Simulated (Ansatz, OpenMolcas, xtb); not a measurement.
Ligand exchange: CH3Na + H2S2 → NaSH + CH4S

Gas-phase species: CH3Na `[CH3][Na]`, singlet; H2S2 `SS`, singlet; NaSH `[Na][SH]`, singlet; CH4S (methanethiol) `CS`, singlet. The partners trade CH3 for SH: Na–CH3 and S–SH bonds give way to Na–SH and S–CH3.

Shapes, held fixed at every level: PBE0-D4/def2-TZVP. Flexible molecules stand in one conformer, not always the lowest. Programs: Ansatz 0.2.0, OpenMolcas 26.06, xtb 6.7.1. The zero-point and thermal change to 298 K, harmonic and unscaled (PBE0-D4/def2-TZVP), is +6.9 kJ/mol.

| level | kind | ΔH(298 K) (kJ/mol) | less CCSD(T)/def2-TZVPP |
| --- | --- | --- | --- |
| GFN1-xTB | semi-empirical | -147.6 | +34.6 |
| B3LYP/6-31G* (spherical functions) | global hybrid | -197.9 | -15.7 |
| r2SCAN0-D4/def2-TZVPP | global hybrid | -188.4 | -6.2 |
| wB97X-V/def2-TZVPP | range-separated hybrid | -184.6 | -2.4 |
| MP2/def2-TZVPP | perturbation theory | -184.5 | -2.3 |
| CCSD(T)/def2-SVP | coupled cluster or CI | -198.5 | -16.3 |
| CCSD/def2-TZVPP | coupled cluster or CI | -187.0 | -4.8 |
| CCSD(T)/def2-TZVPP | coupled cluster or CI | -182.2 | 0.0 |

The highest level, CCSD(T)/def2-TZVPP, gives ΔH(298 K) = -182.2 kJ/mol; the levels span -198.5 to -147.6. The column of differences is taken from that level and isn't an error. No measured value is set beside it here. Outer-core shells of Na are correlated, in sets that cover them unevenly.
